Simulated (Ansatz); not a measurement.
**Al₃H+ (doublet): wave-function methods side by side, cc-pVDZ**

Aim: climb from Hartree-Fock through coupled cluster and multireference methods for Al₃H+ (doublet) at one geometry and basis, and see what each rung misses.

The runs use Ansatz 0.2.0, Gaussian basis; cc-pVDZ, core rule «outside noble gas», up to 15 orbitals frozen.

To be run: UHF; CCSD(T) on ROHF; CCSD(T) on UHF; BCCD(T) on ROHF; CISD as a restricted active space (open shells left free, so some higher excitations enter); CCSDT(Q) on ROHF; CCSDT(Q) on UHF; CASSCF and MRCISD+Q, 9 electrons in 13 orbitals; CASSCF and NEVPT2, 9 electrons in 13 orbitals.

4 further runs of the same task are left out: 4 set aside as unsound or not needed. Runs told in other sessions of the task aren't counted.

### 1 What is computed

The geometry is a PBE0/def2-TZVP stationary point (not a proven minimum) of the parent state, kept for this charge and spin.

4 atoms, charge 1, spin multiplicity 2.

Atoms are counted from 1 here; the program's logs count them from 0.

Bond lengths: Al1–Al2 2.547 Å, Al1–Al3 2.547 Å, Al1–H4 1.599 Å, Al2–Al3 2.395 Å. Angles: Al2–Al1–Al3 56.1°, Al2–Al1–H4 152.0°, Al3–Al1–H4 152.0°, Al1–Al2–Al3 62.0°, Al1–Al3–Al2 62.0°.

Coordinates:

| atom | x (Å) | y (Å) | z (Å) |
| --- | --- | --- | --- |
| Al1 | 0.0000 | 0.0000 | 1.4605 |
| Al2 | 0.0000 | 1.1975 | -0.7874 |
| Al3 | 0.0000 | -1.1975 | -0.7874 |
| H4 | 0.0000 | 0.0000 | 3.0592 |

### 2 UHF

Contents of in.yaml:

```yaml
crystal:
  periodic: [false, false, false]
  atoms:
    - {symbol: Al, position_ang: [0.000000, 0.000002, 1.460462]}
    - {symbol: Al, position_ang: [0.000000, 1.197487, -0.787372]}
    - {symbol: Al, position_ang: [0.000000, -1.197488, -0.787370]}
    - {symbol: H, position_ang: [0.000000, 0.000003, 3.059176]}
basis:
  gaussian: {orbitals: cc-pVDZ}
total_charge: 1
magnetization: {spin_polarized: true, initial_magnetization: 1}
hamiltonian: {xc: hf}
output: {orbitals: {seedname: orbitals}}
```

The run is started by

```sh
> ansatz run in.yaml --threads 1 --pin off --events-out ev --progress --plain --max-ram 4096MiB --backend cpu
```

The runs that follow: CCSD(T) on ROHF; CCSD(T) on UHF; BCCD(T) on ROHF; CISD as a restricted active space (open shells left free, so some higher excitations enter); CCSDT(Q) on ROHF; CCSDT(Q) on UHF; CASSCF and MRCISD+Q, 9 electrons in 13 orbitals; CASSCF and NEVPT2, 9 electrons in 13 orbitals.

Q: Predict the results of all the runs planned. Wanted: UCCSDT(Q) from the RHF energy; RMP2 from UCCSDT(Q); UMP2 from UCCSDT(Q); RCCSD from UCCSDT(Q); RCCSD(T) from UCCSDT(Q); UCCSD(T) from UCCSDT(Q); RCCSDT(Q) from UCCSDT(Q); NEVPT2 valence from UCCSDT(Q); MRCISD+Q valence from UCCSDT(Q).

**Answer**, as computed:

| quantity | value |
| --- | --- |
| UCCSDT(Q) from the ROHF energy | -5.4945 eV |
| RMP2 from UCCSDT(Q) | +28.58 kcal/mol |
| UMP2 from UCCSDT(Q) | +38.94 kcal/mol |
| RCCSD from UCCSDT(Q) | +9.09 kcal/mol |
| RCCSD(T) from UCCSDT(Q) | +1.88 kcal/mol |
| UCCSD(T) from UCCSDT(Q) | +2.16 kcal/mol |
| RCCSDT(Q) from UCCSDT(Q) | +0.08 kcal/mol |
| NEVPT2 valence from UCCSDT(Q) | +14.19 kcal/mol |
| MRCISD+Q valence from UCCSDT(Q) | +0.10 kcal/mol |
| levels within 1 kcal/mol (43 meV) | RCCSDT, UCCSDT, RCCSDT(Q), MRCISD+Q valence |
| T1 diagnostic | 0.023 |
| effectively unpaired electrons | 1.21 |

What this shows: RCCSD(T) misses by +1.88 kcal/mol, 1.5 % of the correlation energy. The occupations show static correlation (1.21 effectively unpaired electrons where one determinant has 1). Of the multireference levels listed MRCISD+Q valence comes nearest in total energy (+0.10 kcal/mol), which doesn't show that its space is the better one. Coupled cluster took another determinant than the lowest Hartree-Fock one. These misses are within one basis, not against nature; the frozen cores of restricted and unrestricted runs differ, which can shift their rows.

With open shells the CI space here admits some higher excitations, so it is larger than plain CISD.
